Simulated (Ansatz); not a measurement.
# CH4Si (SMILES C=[SiH2]) at 6 levels

Wanted: a comparison of 6 runs (HSE06/STO-3G, PBE0/STO-3G, UPBE/STO-3G, r2SCAN/STO-3G, UMP2/STO-3G, UCCSD(T)/STO-3G) of CH4Si. 

The calculation is run with Ansatz 0.2.0.

43 further runs of the same task are left out: 43 set aside as unsound or not needed.

### 1 The structure to begin with

CH4Si has 6 atoms, charge 0, and is taken as a singlet. SMILES: `C=[SiH2]`. The H6–Si2 distance was set to 1.823 Å, away from the relaxed value.

Bond lengths: C1–Si2 1.748 Å, C1–H3 1.077 Å, C1–H4 1.077 Å, Si2–H5 1.458 Å. Angles: C1–Si2–H5 124.5°, Si2–C1–H3 122.4°, Si2–C1–H4 122.5°, H3–C1–H4 115.0°. A long bond or contact: Si2–H6 1.823 Å.

### 2 The energy at HSE06/STO-3G (run 1)

Contents of job.yaml:

```yaml
crystal:
  periodic: [false, false, false]
  atoms:
    - symbol: C
      position_ang: [-0.972352, -0.705278, -0.034198]
    - symbol: Si
      position_ang: [0.377608, 0.293642, 0.449162]
    - symbol: H
      position_ang: [-1.642172, -1.154728, 0.679032]
    - symbol: H
      position_ang: [-1.196582, -0.916278, -1.065838]
    - symbol: H
      position_ang: [0.719318, 0.607852, 1.831652]
    - symbol: H
      position_ang: [1.545870, 1.084200, -0.705300]
basis:
  gaussian: {orbitals: STO-3G}
magnetization: {spin_polarized: false}
hamiltonian: {xc: {name: HSE06}}
accuracy: high
```

On the command line:

```sh
ansatz run job.yaml --threads 1 --pin off --max-ram 2610MiB --events-out events.jsonl --progress --plain --runs-dir runs
```

Standard output:

```text
Warning: RAYON_NUM_THREADS=1 ignored (pool sized by the plan → 1); use --threads N
Functional definition: HSE06
  name "HSE06"
  parameter a = 0.25
  parameter omega = 0.11/bohr
  exchange = pbe_x - a*pbe_x_sr(omega) + a*exact_x_sr(omega)
  correlation = pbe_c
310 factors; integrals over basis functions are off by at most 1.2e-8 eV
61 factors; integrals over basis functions are off by at most 8.3e-10 eV
mean field evaluation 1: about -8864.1243 eV, gradient 2.7e1 eV
mean field evaluation 2: about -8853.9094 eV, gradient 5.6e1 eV
mean field evaluation 4: about -8866.9988 eV, gradient 1.0e0 eV
mean field evaluation 8: about -8866.9354 eV, gradient 6.7e-3 eV
mean field evaluation 16: about -8866.9354 eV, gradient 4.7e-8 eV
mean field -8866.93541184 eV, -325.8538661604 hartree, gradient 4.7e-8 eV, S^2 0.000000; 0 other end points of the search recorded, 0 dependent functions left out
reference -8866.93541384 eV, -325.8538662339 hartree; 12, 12 occupied and 6, 6 virtual orbitals, 310 factors
Total energy: -8866.93541384 eV, -325.8538662339 hartree
```

Run time: 1.3 s. Hardware: 1 thread of Arm Neoverse V1, shared host; peak memory 0.094 GiB.

### 3 A single-point energy at PBE0/STO-3G (run 2)

Contents of input.yaml:

```yaml
crystal:
  periodic: [false, false, false]
  atoms:
    - {symbol: C, position_ang: [-0.972352, -0.705278, -0.034198]}
    - {symbol: Si, position_ang: [0.377608, 0.293642, 0.449162]}
    - {symbol: H, position_ang: [-1.642172, -1.154728, 0.679032]}
    - {symbol: H, position_ang: [-1.196582, -0.916278, -1.065838]}
    - {symbol: H, position_ang: [0.719318, 0.607852, 1.831652]}
    - {symbol: H, position_ang: [1.545870, 1.084200, -0.705300]}
basis:
  gaussian:
    orbitals: STO-3G
hamiltonian:
  xc: {name: PBE0}
accuracy: high
```

On the command line:

```sh
ansatz run input.yaml --threads 1 --pin off --max-ram 2610MiB --events-out events.jsonl --progress --plain --runs-dir runs
```

Standard output:

```text
Warning: RAYON_NUM_THREADS=1 ignored (pool sized by the plan → 1); use --threads N
Functional definition: PBE0
  name "PBE0"
  parameter a = 0.25
  parameter kappa = 0.804
  parameter beta = 0.06672455060314922
  exchange = (1 - a)*pbe_x(kappa = kappa, mu = beta*pi^2/3) + a*exact_x
  correlation = pbe_c(beta = beta)
310 factors; integrals over basis functions are off by at most 1.2e-8 eV
mean field evaluation 1: about -8864.5302 eV, gradient 2.6e1 eV
mean field evaluation 2: about -8856.5402 eV, gradient 5.2e1 eV
mean field evaluation 4: about -8867.2445 eV, gradient 5.8e-1 eV
mean field evaluation 8: about -8867.1786 eV, gradient 1.1e-2 eV
mean field evaluation 16: about -8867.1786 eV, gradient 1.3e-8 eV
mean field -8867.17859456 eV, -325.8628029605 hartree, gradient 1.2e-8 eV, S^2 0.000000; 0 other end points of the search recorded, 0 dependent functions left out
reference -8867.17859606 eV, -325.8628030157 hartree; 12, 12 occupied and 6, 6 virtual orbitals, 310 factors
Total energy: -8867.17859606 eV, -325.8628030157 hartree
```

Wall time 1.1 s (1 thread of Arm Neoverse V1, shared host); peak memory 0.093 GiB.

### 4 A single-point energy at UPBE/STO-3G (run 3)

Contents of in.yaml:

```yaml
crystal:
  periodic: [false, false, false]
  atoms:
    - {symbol: C, position_ang: [-0.972352, -0.705278, -0.034198]}
    - {symbol: Si, position_ang: [0.377608, 0.293642, 0.449162]}
    - {symbol: H, position_ang: [-1.642172, -1.154728, 0.679032]}
    - {symbol: H, position_ang: [-1.196582, -0.916278, -1.065838]}
    - {symbol: H, position_ang: [0.719318, 0.607852, 1.831652]}
    - {symbol: H, position_ang: [1.545870, 1.084200, -0.705300]}
basis:
  gaussian:
    orbitals: STO-3G
accuracy: high
magnetization:
  spin_polarized: true
hamiltonian:
  xc: {name: PBE}
```

On the command line:

```sh
ansatz run in.yaml --threads 1 --pin off --max-ram 2610MiB --events-out events.jsonl --progress --plain --runs-dir runs
```

Standard output:

```text
Warning: RAYON_NUM_THREADS=1 ignored (pool sized by the plan → 1); use --threads N
Functional definition: PBE
  name "PBE"
  parameter kappa = 0.804
  parameter beta = 0.06672455060314922
  exchange = pbe_x(kappa = kappa, mu = beta*pi^2/3)
  correlation = pbe_c(beta = beta)
310 factors; integrals over basis functions are off by at most 1.2e-8 eV
mean field evaluation 1: about -8862.1038 eV, gradient 2.2e1 eV
mean field evaluation 2: about -8845.0300 eV, gradient 4.7e1 eV
mean field evaluation 4: about -8866.0365 eV, gradient 2.3e0 eV
mean field evaluation 8: about -8865.9933 eV, gradient 1.3e-2 eV
mean field evaluation 16: about -8865.9933 eV, gradient 2.9e-8 eV
mean field -8865.99331358 eV, -325.8192446878 hartree, gradient 2.9e-8 eV, S^2 0.000000; 0 other end points of the search recorded, 0 dependent functions left out
reference -8865.99331558 eV, -325.8192447615 hartree; 12, 12 occupied and 6, 6 virtual orbitals, 310 factors
Total energy: -8865.99331558 eV, -325.8192447615 hartree
```

Wall time 1.8 s (1 thread of Arm Neoverse V1, shared host); peak memory 0.12 GiB.

Runs 4 to 5 aren't shown in full; the table further down has their settings and results.

### 5 The energy at UCCSD(T)/STO-3G (run 6)

Contents of molecule.yaml:

```yaml
crystal:
  periodic: [false, false, false]
  atoms:
    - {symbol: C, position_ang: [-0.972352, -0.705278, -0.034198]}
    - {symbol: Si, position_ang: [0.377608, 0.293642, 0.449162]}
    - {symbol: H, position_ang: [-1.642172, -1.154728, 0.679032]}
    - {symbol: H, position_ang: [-1.196582, -0.916278, -1.065838]}
    - {symbol: H, position_ang: [0.719318, 0.607852, 1.831652]}
    - {symbol: H, position_ang: [1.545870, 1.084200, -0.705300]}
basis:
  gaussian:
    orbitals: STO-3G
magnetization:
  spin_polarized: true
correlation:
  method: ccsd_t
  frozen_orbitals: {C: 1, H: 0, Si: 5}
accuracy: high
scf:
  omitted_lower_state_checks: [cluster_reference, increment]
```

On the command line:

```sh
ansatz run molecule.yaml --threads 1 --pin off --max-ram 2610MiB --events-out events.jsonl --progress --plain --runs-dir runs
```

Standard output, shortened:

```text
Warning: RAYON_NUM_THREADS=1 ignored (pool sized by the plan → 1); use --threads N
Functional definition: HF
  name "HF"
[...]
310 factors; integrals over basis functions are off by at most 1.2e-8 eV
[...]
mean field -8848.62023277 eV, -325.1807957440 hartree, gradient 4.5e-8 eV, S^2 0.677566; 3 other end points of the search recorded, 0 dependent functions left out
6 core orbitals not correlated: weight in the atoms' cores, before any rotation towards them, 1.000 or more for the frozen orbitals, at most 0.000 for the correlated occupied ones
reference -8848.62023277 eV, -325.1807957440 hartree; 6, 6 occupied and 6, 6 virtual orbitals, 310 factors
second order -2.30424375 eV of doubles, -0.00000000 eV of singles
cycle   1  -2.95751109 eV  change   -6.5e-1 eV  update   9.3e-2
[...]
cycle  29  -4.13189715 eV  change   2.4e-10 eV  update  1.5e-10
perturbative correction -0.06188647 eV, -0.0022742859 hartree
Total energy: -8852.81401639 eV, -325.3349144495 hartree
Checks for a lower state left out: cluster_reference, increment
```

Wall time 0.3 s (1 thread of Arm Neoverse V1, shared host).

### 6 The series

```tsv
run	level	frozen core orbitals	energy (Eh)	wall time
1	HSE06/STO-3G	–	-325.853866	1.3 s
2	PBE0/STO-3G	–	-325.862803	1.1 s
3	UPBE/STO-3G	–	-325.819245	1.8 s
4	r2SCAN/STO-3G	–	-325.987892	2.5 s
5	UMP2/STO-3G	6	-325.265475	0.2 s
6	UCCSD(T)/STO-3G	6	-325.334914	0.3 s
```

### 7 Results

```
                                          quantity          value
                               run 6: total energy  -325.33491 Eh
run 6: correlation energy (6 core orbitals frozen)     -154.1 mEh
                             run 6: (T) correction      -2.27 mEh
          run 6: ⟨S²⟩ of the reference determinant          0.678
                              run 6: T1 diagnostic          0.089
```

What this shows: Totals of different functionals can't be ranked against each other. In runs 1, 2, 3, 4, 5, 6 the basis is minimal, so the values are rough. Spin contamination of the reference: run 5 ⟨S²⟩ = 0.68, run 6 ⟨S²⟩ = 0.68. Where it is this large, the reference is a mixture of spin states, and values that rest on it are in doubt. All runs together took 7.2 s, the longest 2.5 s.
